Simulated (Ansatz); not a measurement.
Cost and result for the atomization energy of C4H5FO (`OC(F)C1C=C1`) (11 atoms, 11 bonds).

Z-matrix (Å, degrees):
```
C
F 1 1.384
C 1 1.511 2 109.0
O 1 1.377 2 109.9 3 -123.9
H 1 1.094 2 106.6 3 121.3
C 3 1.498 1 121.2 2 -31.9
C 3 1.490 1 122.0 2 28.8
H 3 1.093 1 111.2 2 179.2
H 4 0.963 1 108.3 2 77.3
H 6 1.076 3 146.2 1 -72.0
H 7 1.076 3 145.2 1 73.9
```

Total charge 0; spin multiplicity 1. The structure was optimised at the PBE0-D4/def2-TZVP level. It is one conformer, not always the lowest. Program: Ansatz. All runs use 4 threads of an Intel Xeon Platinum 8488C on a shared host. Times are those of one run each, without the atoms' runs, and a repeat can differ threefold. Electronic energies, without spin–orbit coupling; frozen cores. CCSD(T)/CBS adds CCSD(T) − MP2 in def2-TZVPP to the MP2 limit, and its time is that of the two runs behind it. T1 = 0.011. B3LYP takes the VWN-RPA correlation (the form of Gaussian; ORCA's B3LYP/G).

CCSD(T)/CBS is a level of theory with its own doubt, some kJ/mol a heavy atom from the limit and from the frozen cores, so smaller differences don't rank the functionals.

| level | functions | wall time |
| --- | --- | --- |
| PBE-D4/def2-TZVPP (with forces) | 256 | 2.1 s |
| PBE0-D4/def2-TZVPP | 256 | 2.2 s |
| r2SCAN-D4/def2-TZVPP (with forces) | 256 | 2.9 s |
| B3LYP-D4/def2-TZVPP (with forces) | 256 | 3.1 s |
| B2PLYP/def2-TZVPP | 256 | 4.6 s |
| ωB97X-V/def2-TZVPP | 256 | 5 s |
| ωB97M-V/def2-TZVPP (with forces) | 256 | 7 s |
| MP2/def2-QZVPP | 492 | 19 s |
| CCSD(T)/def2-TZVPP | 256 | 110 s |
| CCSD(T)/CBS(def2) | – | 2.2 min |

Task: What atomization energy does each give, and how far from CCSD(T)/CBS? (Best estimate.)

Result: Ansatz gave: 
| level | atomization (kcal/mol) | difference from CCSD(T)/CBS | per bond |
| --- | --- | --- | --- |
| PBE-D4/def2-TZVPP (with forces) | 1137.3 | 43.8 | 4.0 |
| PBE0-D4/def2-TZVPP | 1107.0 | 13.5 | 1.2 |
| r2SCAN-D4/def2-TZVPP (with forces) | 1100.5 | 7.0 | 0.6 |
| B3LYP-D4/def2-TZVPP (with forces) | 1091.8 | -1.7 | -0.2 |
| B2PLYP/def2-TZVPP | 1083.4 | -10.1 | -0.9 |
| ωB97X-V/def2-TZVPP | 1097.1 | 3.6 | 0.3 |
| ωB97M-V/def2-TZVPP (with forces) | 1099.3 | 5.8 | 0.5 |
| MP2/def2-QZVPP | 1114.1 | 20.6 | 1.9 |
| CCSD(T)/def2-TZVPP | 1064.3 | -29.2 | -2.7 |
| CCSD(T)/CBS(def2) | 1093.5 | 0.0 | 0.0 |

The D4 term adds +7.6 kcal/mol with B3LYP and +4.0 kcal/mol with PBE0; it sums over pairs of atoms, weighted by their polarisabilities, and B3LYP, whose exchange is more repulsive, gets the larger term. In def2-TZVPP, CCSD(T) changes the Hartree–Fock value by +296.3 kcal/mol (the triples alone add +21.0 kcal/mol) and MP2 by +328.9 kcal/mol; breaking electron pairs costs correlation energy, which Hartree–Fock lacks. From PBE to PBE0 (25 % exact exchange), in def2-TZVPP and without D4, the atomization energy moves by −29.5 kcal/mol: exact exchange takes away binding that semilocal exchange gives to molecules.
